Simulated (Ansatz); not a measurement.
The reference is InP in the zinc blende structure (space group F-43m, No. 216).

```yaml
crystal:
  lattice:
    - [0.00000, 2.95351, 2.95351]
    - [2.95351, 0.00000, 2.95351]
    - [2.95351, 2.95351, 0.00000]
  atoms:
    - { symbol: P, position: [0.75000, 0.75000, 0.75000] }
    - { symbol: In, position: [0.00000, 0.00000, 0.00000] }
```

Method: DFT with r2SCAN, PAW potentials and a 500 eV plane-wave cutoff in Ansatz (an electronic-structure program), without spin-orbit coupling.

Now apply this change: As takes the place of P on all its sites; the structure is relaxed again.

Measured lattice parameter a: InP 5.858 Å (static lattice; corrected from measurement; as listed in Daniel Mejia-Rodriguez, S. B. Trickey, Phys. Rev. B (2018)); InAs 6.047 Å (static lattice; corrected from measurement; as listed in Daniel Mejia-Rodriguez, S. B. Trickey, Phys. Rev. B (2018)).

Question: How well does r2SCAN reproduce the measured shift?

Answer: With r2SCAN the lattice parameter a moves by +0.202 Å (5.907 → 6.109) against +0.189 Å measured.

No phonon test of stability was made.
